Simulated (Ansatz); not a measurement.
I need a rigid scan of one bond length of CH5ClSi, SMILES C[SiH2]Cl. Use Ansatz's Python interface. Level of theory (for the species named): r2scan0, cc-pVDZ basis, multiplicity 1.

```xyz
8

C    -0.6151    0.7877   -0.1747
Si    0.4584   -0.7578    0.0537
Cl    1.8716   -0.3731    1.4466
H    -1.3826    0.6223   -0.9245
H    -0.0212    1.6407   -0.4933
H    -1.1132    1.0651    0.7510
H     1.1456   -1.1021   -1.1897
H    -0.3435   -1.8828    0.5309
```

The script, `ch5clsi_scan.py`:
```python
import ansatz as az
import matplotlib.pyplot as plt
import numpy as np

geometry = (
    az.Crystal.molecule()
    .atom("C", (-0.61513, 0.78767, -0.17467))
    .atom("Si", (0.45844, -0.75779, 0.0537))
    .atom("Cl", (1.87162, -0.37314, 1.44664))
    .atom("H", (-1.38261, 0.62228, -0.92455))
    .atom("H", (-0.02118, 1.64072, -0.49334))
    .atom("H", (-1.11323, 1.06514, 0.75101))
    .atom("H", (1.14556, -1.10206, -1.18973))
    .atom("H", (-0.34348, -1.88283, 0.53093))
)

symbols = [site.symbol for site in geometry.cartesian_sites]
start = np.array([site.position_ang for site in geometry.cartesian_sites])
axis = (start[2] - start[1]) / np.linalg.norm(start[2] - start[1])
moving = [2]
lengths, energies = [1.72, 1.86, 2.02, 2.22, 2.53, 3.03, 3.64, 4.45], []
for length in lengths:
    xyz = start.copy()
    xyz[moving] += (length - np.linalg.norm(start[2] - start[1])) * axis
    point = az.Crystal.molecule()
    for symbol, place in zip(symbols, xyz):
        point = point.atom(symbol, place.tolist())
    base = (
        point.calculation()
        .basis(gaussian="cc-pVDZ")
        .functional("R2SCAN0")
        .spin("collinear")
    )
    rep = base.run().report
    energies.append(rep["free_energy_ev"])
    print(f"r = {length:6.3f} A  E = {energies[-1]:.5f} eV  <S^2> = {abs(rep['mean_field']['state']['spin_squared']):.3f}")

print("energy above the lowest point (eV):", [round(e - min(energies), 3) for e in energies])
plt.figure(figsize=(4.5, 3))
plt.plot(lengths, np.array(energies) - min(energies), "o-")
plt.xlabel("bond length (A)")
plt.ylabel("E - E(min) (eV)")
plt.tight_layout()
plt.savefig("scan.png", dpi=100)
```

```console
$ python ch5clsi_scan.py
r =  1.720 A  E = -21515.75846 eV  <S^2> = 0.000
r =  1.860 A  E = -21517.26202 eV  <S^2> = 0.000
r =  2.020 A  E = -21517.86696 eV  <S^2> = 0.000
r =  2.220 A  E = -21517.77948 eV  <S^2> = 0.000
r =  2.530 A  E = -21516.94369 eV  <S^2> = 0.000
r =  3.030 A  E = -21515.38998 eV  <S^2> = 0.000
r =  3.640 A  E = -21514.16568 eV  <S^2> = 0.464
r =  4.450 A  E = -21513.58503 eV  <S^2> = 0.779
energy above the lowest point (eV): [2.108, 0.605, 0.0, 0.087, 0.923, 2.477, 3.701, 4.282]
```

Notes:
- Total energies depend on the basis set; only differences at equal settings carry meaning.
- The rest of the molecule is held rigid at a force-field or estimated start geometry, and the basis set is modest; single-reference methods fail as a bond breaks.
- The expectation value of S² is noticeably off S(S+1) in at least one run, so that state is spin-contaminated.
- Hardware and time: 53 s on 1 thread of INTEL(R) XEON(R) PLATINUM 8581C CPU @ 2.10GHz (Emerald Rapids), with other jobs on the host, peak memory 0.36 GiB.
